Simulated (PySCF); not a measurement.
Molfile (atoms numbered from 1):
```
C3H10N
     RDKit          3D

 14 13  0  0  0  0  0  0  0  0999 V2000
   -0.3662   -1.2634    0.5913 C   0  0  0  0  0  0  0  0  0  0  0  0
    0.1393    0.1500    0.3756 C   0  0  0  0  0  0  0  0  0  0  0  0
   -0.9357    1.0907   -0.1334 C   0  0  0  0  0  0  0  0  0  0  0  0
    1.2484    0.1007   -0.6545 N   0  0  0  0  0  0  0  0  0  0  0  0
   -0.7952   -1.6721   -0.3207 H   0  0  0  0  0  0  0  0  0  0  0  0
    0.4248   -1.9223    0.9410 H   0  0  0  0  0  0  0  0  0  0  0  0
   -1.1455   -1.2597    1.3473 H   0  0  0  0  0  0  0  0  0  0  0  0
    0.5793    0.5404    1.2972 H   0  0  0  0  0  0  0  0  0  0  0  0
   -0.5463    2.0929   -0.2951 H   0  0  0  0  0  0  0  0  0  0  0  0
   -1.7317    1.1645    0.6013 H   0  0  0  0  0  0  0  0  0  0  0  0
   -1.3747    0.7237   -1.0583 H   0  0  0  0  0  0  0  0  0  0  0  0
    0.8652   -0.2649   -1.5371 H   0  0  0  0  0  0  0  0  0  0  0  0
    2.0079   -0.5199   -0.3474 H   0  0  0  0  0  0  0  0  0  0  0  0
    1.6297    1.0389   -0.8295 H   0  0  0  0  0  0  0  0  0  0  0  0
  1  2  1  0
  2  3  1  0
  2  4  1  0
  1  5  1  0
  1  6  1  0
  1  7  1  0
  2  8  1  0
  3  9  1  0
  3 10  1  0
  3 11  1  0
  4 12  1  0
  4 13  1  0
  4 14  1  0
M  CHG  1   4   1
M  END
```

Geometry: GFN2-xTB; GIAO shifts from PySCF 2.14.0 with density-fitted response routines, gas phase, non-relativistic, averaged over equivalent atoms.

At BLYP/pcSseg-1 (118 basis functions, 9 s wall time on 1 thread of an Arm Neoverse V2, shared host):
| atoms | δ (ppm) |
| --- | --- |
| C2 | 60.6 |
| C1/C3 | 24.1 |
| N4 | 89.0 |
| H12/H13/H14 | 4.73 |
| H8 | 4.07 |
| H5/H6/H7/H9/H10/H11 | 1.80 |

Referencing at the same level of theory: 13C (178.05 ppm) and 1H (31.80 ppm) against TMS; NH3 for 15N (265.08 ppm).

What do these become at CAM-B3LYP/pcSseg-1?

## Answers


```tsv
atoms	δ at CAM-B3LYP/pcSseg-1	change
C2	57.1	-3.5
C1/C3	23.1	-1.0
N4	81.3	-7.7
H12/H13/H14	4.79	+0.06
H8	3.96	-0.11
H5/H6/H7/H9/H10/H11	1.83	+0.03
```

References, each an isolated molecule treated in the same way: 13C (σ = 185.10 ppm) and 1H (σ = 31.78 ppm) vs TMS; 15N (σ = 269.41 ppm) vs NH3.

The largest change is at N4 (ammonium nitrogen). Cost: 118 basis functions, 7.9 s wall time on 1 thread of an Arm Neoverse V2, shared host.

Experimental scales use liquid or dissolved standards, which lie at an offset from isolated NH3 (liquid NH3: subtract about 20 ppm).
